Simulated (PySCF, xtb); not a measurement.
LiH, SMILES [LiH].

GFN2-xTB run with xtb at its own geometry gives an orbital gap of 5.66 eV and a dipole moment of 5.64 D.

Geometry optimised at PBE0-D3(BJ)/def2-TZVPD.

Task: What does ωB97X/def2-TZVPD in PySCF give? (The exact figures need the calculation; the answer reports its results.)

Result: gap 8.04 eV (levels -7.84 and 0.21 eV), dipole 5.88 D.
